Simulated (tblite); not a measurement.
Input of a run (GFN2-xTB geometry optimisation, gas phase (tblite 0.8.0)), started from a force field or distance geometry:
```
{"job": {"kind": "relax", "xc": "GFN2-xTB", "basis": "xTB"}, "charge": -1, "multiplicity": 1}
C     -0.888200     0.312500    -0.130200
C     -0.058700    -0.683400     0.116700
P      1.692900    -0.357800     0.606200
H     -0.603800     1.366200    -0.078200
H     -1.925400     0.105500    -0.403400
H     -0.372300    -1.725000     0.058500
H      2.158900     0.986900     0.702800
```

Output (eV, eV/Å):
```
step      E/eV     max force
  0    -243.63801    2.472
  1    -243.78988    1.468
  2    -243.97414    1.501
  3    -244.07838    1.215
  4    -244.17755    0.848
  5    -244.21022    0.549
  6    -244.23789    0.438
  7    -244.24800    0.403
  8    -244.26027    0.193
  9    -244.26223    0.169
 10    -244.26474    0.146
 11    -244.26669    0.162
 12    -244.26926    0.159
 13    -244.27065    0.120
 14    -244.27137    0.089
 15    -244.27203    0.100
 16    -244.27307    0.132
 17    -244.27425    0.115
 18    -244.27514    0.092
 19    -244.27562    0.075
 20    -244.27592    0.065
 21    -244.27615    0.054
 22    -244.27629    0.034
 23    -244.27634    0.012
 24    -244.27635    0.006
```

Question: Summarise the run.

Answer: The energy falls by 14.7 kcal/mol over 24 L-BFGS steps, the largest force on an atom goes from 2.47 to 0.006 eV/Å, and the atoms move by 0.182 Å rms after alignment. The bond that changes most is C2–P3 (ends: alkene CH carbon; phosphorus bonded to C and H), which shortens by 0.090 Å. Bonds longer at the end by more than 0.005 Å: 1 of 6; shorter: 4. Among the angles that change most is C2–P3–H7, from 119.6° to 95.3°. The energy never rose by more than 1e-5 eV on the way. The first step brought 24 % of the lowering.

Question: What are the final bond lengths?

Answer: C1=C2 1.342 Å, C2–P3 1.758 Å, C1–H4 1.079 Å, C1–H5 1.083 Å, C2–H6 1.090 Å, P3–H7 1.375 Å. Numbering counts from 1 in the input's order; the species is `C=C[PH-]`.

Its GFN2-xTB frequencies are all real (lowest 358 cm⁻¹).

The values belong to the conformer `[CH2:1]=[CH:2][PH-:3]`: H–P3–C2–C1 0°.

The numbers are calculated, not measured.
